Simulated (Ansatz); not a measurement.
```yaml
crystal:
  periodic: [false, false, false]
  atoms:
    - {symbol: Al, position_ang: [-1.406660, 1.662169, -2.554533]}
    - {symbol: N, position_ang: [0.615480, 1.040729, 0.066316]}
    - {symbol: Si, position_ang: [0.869043, -1.654665, 1.888125]}
    - {symbol: H, position_ang: [-3.280972, -0.493528, -3.424608]}
    - {symbol: H, position_ang: [-1.195121, 4.350329, -3.850843]}
    - {symbol: H, position_ang: [1.793490, 2.459283, 0.576713]}
    - {symbol: H, position_ang: [3.452292, -2.770242, 1.780397]}
    - {symbol: H, position_ang: [-0.973874, -3.519663, 0.885975]}
    - {symbol: H, position_ang: [0.293376, -1.161906, 4.600144]}
basis:
  gaussian: {orbitals: def2-mTZVPP}
total_charge: -1
magnetization: {spin_polarized: true, initial_magnetization: 1}
hamiltonian: {xc: {name: PBE0-DH}}
output: {forces: true}
```

```sh
$ ansatz run in.yaml --threads 2 --pin off --events-out ev --progress --plain --max-ram 4352MiB
```

Output, abridged:

```
Functional definition: PBE0-DH
942 factors; integrals over basis functions are off by at most 8.4e-4 eV
mean field evaluation 1: about -16004.6197 eV, gradient 4.0e1 eV
mean field evaluation 2: about -16004.6299 eV, gradient 4.0e1 eV
mean field evaluation 4: about -15922.0690 eV, gradient 9.7e1 eV
mean field evaluation 8: about -16027.3150 eV, gradient 4.5e0 eV
mean field evaluation 16: about -16030.2211 eV, gradient 2.5e-2 eV
mean field -16030.72166129 eV, -589.1181550392 hartree, gradient 2.9e-6 eV, S^2 4.306648; 8 other end points of the search recorded, 0 dependent functions left out
11 core orbitals not correlated: weight in the atoms' cores, before any rotation towards them, 1.000 or more for the frozen orbitals, at most 0.000 for the correlated occupied ones
reference -16030.72169364 eV, -589.1181562279 hartree; 10, 9 occupied and 82, 83 virtual orbitals, 942 factors
second order -8.58464859 eV of doubles, -0.00000000 eV of singles
Total energy: -16031.79477472 eV, -589.1575912300 hartree
Atom 0 at    -1.406660     1.662169    -2.554533 Å, force    -0.249322     0.180958    -0.380771 eV/Å
Atom 1 at     0.615480     1.040729     0.066316 Å, force     0.831743     0.702514     0.416752 eV/Å
Atom 2 at     0.869043    -1.654665     1.888125 Å, force     0.275434    -0.286870     0.185685 eV/Å
Atom 3 at    -3.280972    -0.493528    -3.424608 Å, force     0.490787     0.511773     0.260099 eV/Å
Atom 4 at    -1.195121     4.350329    -3.850843 Å, force    -0.008256    -0.743694     0.415668 eV/Å
Atom 5 at     1.793490     2.459283     0.576713 Å, force    -0.973206    -1.214419    -0.408716 eV/Å
Atom 6 at     3.452292    -2.770242     1.780397 Å, force    -1.343198     0.550442     0.069502 eV/Å
Atom 7 at    -0.973874    -3.519663     0.885975 Å, force     0.679810     0.505206     0.292858 eV/Å
Atom 8 at     0.293376    -1.161906     4.600144 Å, force     0.296207    -0.205911    -0.851077 eV/Å
Dipole moment:    -0.671783     1.099590    -1.064077 e Å
```

In this input the coordinates are in bohr but typed as ångström. The calculation finished and met its thresholds. The result belongs to that input, not to the molecule as meant.
